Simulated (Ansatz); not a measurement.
# SiCF (doublet): from Hartree-Fock to the top rungs, def2-QZVPP

The task here is to estimate one member of a computed series from the others.

Program: Ansatz 0.2.0, Gaussian basis. Level of theory: def2-QZVPP, core rule «outside noble gas», up to 7 orbitals frozen. These are calculated values, not measurements.

The runs, in order: UHF; ROHF; CCSD(T) on UHF.

## The system

The geometry is a PBE0/def2-TZVP stationary point (not a proven minimum) of the parent state, kept for this charge and spin.

3 atoms, charge 0, spin multiplicity 2.

Atoms are counted from 1 here; the program's logs count them from 0.

Bond lengths: F1–C2 1.299 Å, C2–Si3 1.895 Å. Angles: F1–C2–Si3 122.9°.

The first run:

Contents of in.yaml:

```yaml
crystal:
  periodic: [false, false, false]
  atoms:
    - {symbol: F, position_ang: [0.000000, -0.229980, 1.548266]}
    - {symbol: C, position_ang: [0.000000, 0.558036, 0.515839]}
    - {symbol: Si, position_ang: [0.000000, -0.083073, -1.267920]}
basis:
  gaussian: {orbitals: "def2-QZVPP.json"}
magnetization: {spin_polarized: true, initial_magnetization: 1}
hamiltonian: {xc: hf}
output: {orbitals: {seedname: orbitals}}
```

Started as:

```console
ansatz run in.yaml --threads 1 --pin off --events-out ev --progress --plain --max-ram 2393MiB
```

Steps of the session up to this table: UHF; ROHF; CCSD(T) on UHF.

One table of the session follows, with a row left open; its other results are not shown here.

It belongs to the step «Misses and costs». 

```
  method  from UCCSD(T) (kJ/mol)
    ROHF                 +1466.0
     UHF                 +1376.3
    UMP2                  +166.8
   UCCSD                       ?
UCCSD(T)                       0
```

Q: Estimate the row for UCCSD from the others.

As computed: from UCCSD(T) (kJ/mol): +66.3. In the column «from UCCSD(T) (kJ/mol)» it lies between UCCSD(T) (0) and UMP2 (+166.8).

To keep in mind: The determinant of HF (⟨S²⟩ 1.62) is far from a pure spin state, so its energy mixes those of several spin states; that is harmless only where they are near-degenerate. The determinant of CCSD(T) (⟨S²⟩ 1.62) is far from a pure spin state, so its energy mixes those of several spin states; high orders of coupled cluster remove much of that, low ones don't.
